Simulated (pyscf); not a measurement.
Four-centre exchange: HO–AlH₂ + hydrogen (H₂) -> HO–AlH₂ + hydrogen (H₂)

Gas phase, singlet surface, charge 0. Bonds broken: Al2–H4, H6–H7. Bonds formed: Al2–H6, H4–H7. Single points on ωB97X-D3(BJ)/def2-SVP structures (PySCF, gas phase).

Transition state (Å):

```xyz
7

O      0.5301     1.0370     0.1290
Al    -0.1408    -0.3849    -0.5148
H      0.3410     1.5590     0.9080
H     -1.8850    -0.4986    -0.4026
H      0.3443    -1.0302    -1.8551
H     -0.4781    -1.6428     0.6550
H     -1.3865    -1.1889     0.2706
```

One imaginary mode, 1401i cm⁻¹; descent along it reached the two sides named.

| bond | change | reactant side (Å) | saddle | product side |
|---|---|---|---|---|
| Al2–H4 | breaks | 1.587 | 1.751 | 2.388 |
| H6–H7 | breaks | 0.764 | 1.086 | 2.6 |
| Al2–H6 | forms | 2.392 | 1.751 | 1.587 |
| H4–H7 | forms | 2.6 | 1.085 | 0.764 |

Electronic energies relative to the separated reactants (eV):

```tsv
level	barrier	reaction energy	reverse barrier
ωB97X-D3(BJ)/def2-TZVP	1.13	0.00	1.13
PBE/def2-TZVP	0.90	0.00	0.90
r²SCAN/def2-TZVP	0.91	0.00	0.91
B3LYP-D3(BJ)/def2-TZVP	1.10	0.00	1.10
PBE0-D3(BJ)/def2-TZVP	0.95	0.00	0.95
M06-2X/def2-TZVP	1.18	0.00	1.18
ωB97M-D3(BJ)/def2-TZVP	1.15	0.00	1.15
HF/def2-TZVP	1.63	0.00	1.63
```

With ωB97M-D3(BJ)/def2-TZVP energies and thermal terms (ideal gas, 1 atm, RRHO with modes under 100 cm⁻¹ raised to 100, one conformer, R ln 2 for chiral ones without a mode under 150 cm⁻¹), in eV:

| T (K) | ΔH‡ | ΔG‡ | ΔH | ΔG |
|---|---|---|---|---|
| 298 | 1.19 | 1.54 | 0.00 | 0.00 |
| 600 | 1.15 | 1.91 | 0.00 | 0.00 |
| 900 | 1.14 | 2.30 | 0.00 | 0.00 |
| 1200 | 1.14 | 2.68 | 0.00 | 0.00 |

At the saddle there is also a short Al–H contact that neither side keeps. One saddle was located; it need not be the lowest between these sides.
